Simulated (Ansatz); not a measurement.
Isolated molecules relaxed with PBE0-D4/def2-TZVP in Ansatz; ΔE leaves out vibrations. CCSD(T)/CBS is the MP2 limit (def2-TZVPP, def2-QZVPP) plus CCSD(T) − MP2 in def2-TZVPP, frozen cores. This one scheme is used for every species. Double bonds are as drawn, so ΔE can hold a change between cis and trans. Functionals use def2-TZVPP.

`C#C/C=C/F` + H–F → `F/C=C/F` + `C#C`  (substitution at a C–C bond)

(1) Is it downhill or uphill in electronic energy at CCSD(T)/CBS, and by how much? (An estimate is asked.)

(2) What do these levels give: PBE-D4, revPBE-D4, r2SCAN0-D4, BHLYP-D4, revPBE, r2SCAN0, CAM-B3LYP, CCSD(T)/def2-SVP, MP2/def2-TZVPP, SCS-MP2/def2-TZVPP, CCSD/def2-TZVPP, SCS-MP2/def2-QZVPP? (Estimate.)

Largest T1 diagnostic among the species: 0.013.

Answers

(1) Computed: Uphill: ΔE = +96.5 kJ/mol.

(2) Computed: PBE-D4 96.1, revPBE-D4 98.4, r2SCAN0-D4 96.0, BHLYP-D4 88.7, revPBE 90.4, r2SCAN0 94.9, CAM-B3LYP 80.5, CCSD(T)/def2-SVP 81.6, MP2/def2-TZVPP 108.1, SCS-MP2/def2-TZVPP 96.7, CCSD/def2-TZVPP 89.2, SCS-MP2/def2-QZVPP 99.2 kJ/mol.

At CCSD(T), def2-SVP lies −14.9 kJ/mol from the extrapolated value and def2-TZVPP −4.2 kJ/mol. Leaving LDA and LC-ωPBE aside and taking each functional with its dispersion term where it has one, the values, not all of them listed here, spread over 18.1 kJ/mol, from ωB97X-V to PBE-QIDH. LDA lies +6.5 kJ/mol from PBE without D4.
